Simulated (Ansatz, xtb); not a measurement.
CH6BO+: which of two isomers lies lower

Structure I is `CB[OH2+]`, a singlet and structure II is `B[OH+]C`, a singlet. Both are isolated ions in the gas phase, relaxed with PBE0-D3(BJ)/def2-SVP; the shapes shown needn't be the lowest conformers.

I (Å):

```tsv
atom	x (Å)	y (Å)	z (Å)
C	-0.6531	-1.9293	0.0818
B	-0.1645	-0.4987	-0.0848
O	-1.1026	0.4929	-0.6145
H	-1.6927	-2.1475	-0.2016
H	-0.4959	-2.2274	1.1356
H	0.0234	-2.5934	-0.4886
H	0.8951	0.0059	0.1434
H	-0.8639	1.4296	-0.7503
H	-2.0224	0.2780	-0.8635
```

II (Å):

```xyz
9

C    -0.3751    0.3101   -0.5110
B    -1.1613   -1.9700    0.4922
O    -0.5391   -1.1659   -0.5025
H    -1.5974   -1.3666    1.4239
H    -1.1560   -3.1380    0.2475
H    -0.1668   -1.6158   -1.2851
H    -0.9001    0.6873   -1.3957
H     0.7012    0.5142   -0.5359
H    -0.8354    0.6620    0.4173
```

**Question.** Estimate which is lower in electronic energy at CCSD(T)/def2-TZVP, and by roughly how much.

**Answer.** The CCSD(T)/def2-TZVP calculation puts structure I lower, by 19.2 kcal/mol.

The same difference at several levels:

```
               level              geometry  E(II) − E(I) (kcal/mol)  departure from the last row (kcal/mol)  job, with rough time for the two
            GFN2-xTB              GFN2-xTB                      +3.1                                   −16.1              optimisation, 0.68 s
           HF/STO-3G              GFN2-xTB                     +10.7                                    −8.5               single point, 1.2 s
  r2SCAN-D4/def2-SVP              GFN2-xTB                     +24.8                                    +5.7               single point, 7.2 s
PBE0-D3(BJ)/def2-SVP  PBE0-D3(BJ)/def2-SVP                     +23.0                                    +3.8                optimisation, 78 s
        HF/def2-TZVP  PBE0-D3(BJ)/def2-SVP                     +15.5                                    −3.7           part of the CCSD(T) run
       MP2/def2-TZVP  PBE0-D3(BJ)/def2-SVP                     +20.9                                    +1.7           part of the CCSD(T) run
   CCSD(T)/def2-TZVP  PBE0-D3(BJ)/def2-SVP                     +19.2                                                        single point, 51 s
```

As drawn, II has 1 C–O, 1 B–H in place of 1 C–B, 1 O–H.

None of the levels shown reverses the order. The largest departure from CCSD(T)/def2-TZVP is that of GFN2-xTB, 16.1 kcal/mol.

With harmonic frequencies from PBE0-D3(BJ)/def2-SVP (ideal gas, rigid rotor, one conformer each, 298.15 K, 1 atm): the zero-point term adds +0.7 kcal/mol; ΔH is +19.7 and ΔG +20.0 kcal/mol.

The correlated steps freeze 3 core orbitals. Run with Ansatz 0.2.0, xtb 6.7.1; the last row on 1 thread of Intel(R) Xeon(R) Processor @ 2.50GHz (Skylake/Cascade Lake) on a shared host.
